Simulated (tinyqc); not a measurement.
Worked calculation: FCI on RHF in the sto-3g basis, frozen core, for LiH, spin multiplicity 1. One step of it, computed by the program tinyqc.

Problem. FCI: determinants and Hamiltonian. Slater-Condon rules over spin orbitals, with the nuclear repulsion and the energy of the frozen orbital added and E(HF) subtracted on the diagonal. Only determinants linked to the reference directly or through others are kept (one block of an abelian symmetry group), so some states are absent.

one-electron integrals dressed by the frozen orbital, h + 2 (pq|11) - (p1|1q) (hartree):
```
           2          3          4          5          6
2  -0.746223   0.051606   0.000000   0.000000  -0.119074
3   0.051606  -0.347065   0.000000   0.000000   0.068255
4   0.000000   0.000000  -0.337738   0.000000   0.000000
5   0.000000   0.000000   0.000000  -0.337738   0.000000
6  -0.119074   0.068255   0.000000   0.000000  -0.267228
```

energy of the frozen orbital, 2 h_11 + (11|11) = -7.73312944 hartree

Two-electron integrals over orbitals (pq|rs), unique and non-zero (hartree); the lowest 1 orbital is frozen and left out:
```
(22|22) 0.475713    (32|22) -0.051606   (32|32) 0.015011    (33|22) 0.219250
(33|32) 0.009717    (33|33) 0.335736    (42|42) 0.022556    (43|42) 0.019480
(43|43) 0.041277    (44|22) 0.261965    (44|32) 0.007793    (44|33) 0.281489
(44|44) 0.312946    (52|52) 0.022556    (53|52) 0.019480    (53|53) 0.041277
(54|54) 0.016869    (55|22) 0.261965    (55|32) 0.007793    (55|33) 0.281489
(55|44) 0.279207    (55|55) 0.312946    (62|22) 0.119074    (62|32) -0.036924
(62|33) -0.015989   (62|44) -0.024141   (62|55) -0.024141   (62|62) 0.125990
(63|22) -0.052590   (63|32) 0.011350    (63|33) 0.035999    (63|44) 0.003822
(63|55) 0.003822    (63|62) -0.033738   (63|63) 0.027144    (64|42) -0.019414
(64|43) -0.013315   (64|64) 0.019832    (65|52) -0.019414   (65|53) -0.013315
(65|65) 0.019832    (66|22) 0.446001    (66|32) -0.045329   (66|33) 0.240275
(66|44) 0.265511    (66|55) 0.265511    (66|62) 0.122981    (66|63) -0.044868
(66|66) 0.445845
```

nuclear repulsion = 0.89741754 hartree

Hartree-Fock energy = -7.85244424 hartree

Give: determinants; H - E(HF) between determinants.

Solution.

Occupation strings over the orbitals (2 doubly, a alpha, b beta, 0 empty; spin orbitals ordered 1a 1b 2a 2b ...): 220000 2ab000 2a000b 2ba000 2b000a 202000 20a00b 200200 200020 20b00a 200002

H - E(HF) between determinants (hartree):
```
         220000   2ab000   2a000b   2ba000   2b000a   202000   20a00b   200200
220000   0.0000   0.0000   0.0000   0.0000   0.0000   0.0150  -0.0369   0.0226
2ab000   0.0000   0.1427   0.0157  -0.0150   0.0369   0.0613   0.0113   0.0195
2a000b   0.0000   0.0157   0.4493   0.0369  -0.1260   0.0113   0.0063  -0.0194
2ba000   0.0000  -0.0150   0.0369   0.1427   0.0157  -0.0613   0.1351  -0.0195
2b000a   0.0000   0.0369  -0.1260   0.0157   0.4493  -0.0113   0.0337   0.0194
202000   0.0150   0.0613   0.0113  -0.0613  -0.0113   0.6583   0.1043   0.0413
20a00b  -0.0369   0.0113   0.0063   0.1351   0.0337   0.1043   0.6427  -0.0133
200200   0.0226   0.0195  -0.0194  -0.0195   0.0194   0.0413  -0.0133   0.6542
200020   0.0226   0.0195  -0.0194  -0.0195   0.0194   0.0413  -0.0133   0.0169
20b00a   0.0369   0.1351   0.0337   0.0113   0.0063  -0.1043  -0.0271   0.0133
200002   0.1260  -0.0337   0.0039   0.0337  -0.0039   0.0271   0.0234   0.0198

         200020   20b00a   200002
220000   0.0226   0.0369   0.1260
2ab000   0.0195   0.1351  -0.0337
2a000b  -0.0194   0.0337   0.0039
2ba000  -0.0195   0.0113   0.0337
2b000a   0.0194   0.0063  -0.0039
202000   0.0413  -0.1043   0.0271
20a00b  -0.0133  -0.0271   0.0234
200200   0.0169   0.0133   0.0198
200020   0.6542   0.0133   0.0198
20b00a   0.0133   0.6427  -0.0234
200002   0.0198  -0.0234   0.9281
```
